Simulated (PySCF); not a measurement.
CH3Cl, SMILES CCl. Atoms are numbered in the order given.

```xyz
5

C      0.0000     0.0000    -1.1338
Cl     0.0000     0.0000     0.6606
H      0.8925     0.5153    -1.4756
H      0.0000    -1.0306    -1.4756
H     -0.8925     0.5153    -1.4756
```
Charge 0, spin multiplicity 1.

Geometry optimised at B3LYP-D3(BJ)/def2-TZVP.

Computed with PBE0/pcJ-1 (PySCF).

Isotropic couplings with Fermi-contact, spin-dipole and both spin-orbit terms, one fixed conformer, no vibrational averaging. Isotopes: 13C, 1H.

Computed spin–spin coupling constants:
| pair | bonds apart | J (Hz) |
|---|---|---|
| C1–H3 | 1 | 147.7 |
| C1–H4 | 1 | 147.7 |
| C1–H5 | 1 | 147.7 |
| H3–H4 | 2 | -11.5 |
| H3–H5 | 2 | -11.5 |
| H4–H5 | 2 | -11.5 |
